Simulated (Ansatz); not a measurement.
`CC(N)F` and `CSC(N)F` differ in one atom or group.

Ansatz, PBE0-D4/def2-TZVP geometries, multiplicity 1. Each molecule was computed in one conformer, which needn't be the lowest.

```json
{"property": "LUMO energy (B3LYP/def2-TZVPP) / eV", "`CC(N)F`": "0.82"}
{"property": "size of the dipole moment (ωB97M-V/def2-TZVPP) / D", "`CC(N)F`": "1.05"}
{"property": "LUMO energy (PBE0/def2-TZVPP) / eV", "`CC(N)F`": "1.20"}
{"property": "HOMO energy (PBE0/def2-TZVPP) / eV", "`CC(N)F`": "-7.83"}
{"property": "HOMO energy (B3LYP/def2-TZVPP) / eV", "`CC(N)F`": "-7.58"}
{"property": "HOMO–LUMO gap (ωB97M-V/def2-TZVPP) / eV", "`CC(N)F`": "12.85"}
```

Question: Give the same properties after the change, and the shifts. (Best estimate.)

Answer: Ansatz gave: 
```tsv
property	`CSC(N)F`	shift
LUMO energy (B3LYP/def2-TZVPP) / eV	0.32	-0.50
size of the dipole moment (ωB97M-V/def2-TZVPP) / D	0.84	-0.21
LUMO energy (PBE0/def2-TZVPP) / eV	0.63	-0.57
HOMO energy (PBE0/def2-TZVPP) / eV	-6.69	1.14
HOMO energy (B3LYP/def2-TZVPP) / eV	-6.47	1.11
HOMO–LUMO gap (ωB97M-V/def2-TZVPP) / eV	11.28	-1.57
```

With PBE0 the HOMO rises by 1.14 eV and the LUMO falls by 0.57 eV, so the gap narrows by about 1.71 eV. PBE moves the HOMO by 0.83 eV and ωB97M-V by 1.35 eV. Dipoles are sizes alone; their direction can turn.

B3LYP here is the variant with VWN-RPA as its local correlation; programs differ in this.
